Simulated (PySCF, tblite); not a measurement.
**Reproducing measurements on thiirane**

**Measured values to compare with.**

NIST CCCBDB Release 22 (SRD 101), experimental dipoles lists, for the gas: dipole moment (microwave Stark effect) 1.85 D.

From CRC Handbook of Chemistry and Physics, for the gas at 298.15 K: standard entropy 255.2 J/(mol K).

The runs below try to reproduce these values; the comparison stands at the end.

Species: thiirane, C2H4S.
SMILES with atom numbers: `[CH2:1]1[CH2:2][S:3]1` (hydrogens: H4, H5 on C1; H6, H7 on C2)

Geometry (GFN2-xTB, Å), atoms numbered from 1 in this order:
```xyz
7
C2H4S angstrom
C      0.741   -0.070   -0.044
C     -0.739   -0.046   -0.077
S     -0.004    1.126    1.075
H      1.236   -0.902    0.438
H      1.287    0.358   -0.873
H     -1.233    0.399   -0.930
H     -1.283   -0.860    0.383
```

Runs made with PySCF (gas phase, on this GFN2-xTB geometry; no spin–orbit coupling):

```csv
level,job,basis functions,wall time
PBE0/pcSseg-1,"shieldings, ring-centre shieldings, charges and field gradients",78,2.3 s
```

Hardware: one thread of an x86-64 server, shared host.

GFN2-xTB wavenumbers (cm⁻¹, harmonic, unscaled, at the method's own geometry): 694, 726, 815, 864, 924, 1022, 1036, 1130, 1184, 1409, 1442, 3053, 3060, 3060, 3078. Point group C2v, symmetry number 2. Entropy at 298.15 K and 1 bar in J/(mol K): translation 159.9, rotation 88.8, vibration 5.7.

**Comparison with experiment**

**Dipole moment.** Measured: 1.85 D (NIST CCCBDB Release 22 (SRD 101), experimental dipoles).

```tsv
level	computed (D)	computed − measured (D)	% (from the printed values)
PBE0/pcSseg-1	1.99	+0.14	+8
```

The computed dipoles belong to one fixed geometry; measured ones are averaged over vibrations unless marked μe. Magnitudes are compared, not signs.

**Standard entropy at 298.15 K.** Measured: 255.2 J/(mol K) (298.15 K; CRC Handbook of Chemistry and Physics).

```tsv
level	computed (J/(mol K))	computed − measured (J/(mol K))	% (from the printed values)
GFN2-xTB, rigid rotor and harmonic oscillator	254.5	-0.7	0
```

Ideal gas at 1 bar, most abundant isotopes; table values of this kind come from calorimetry or from spectroscopic constants.

The geometry is computed, not the measured one. Where a level misses, the cause wasn't examined.
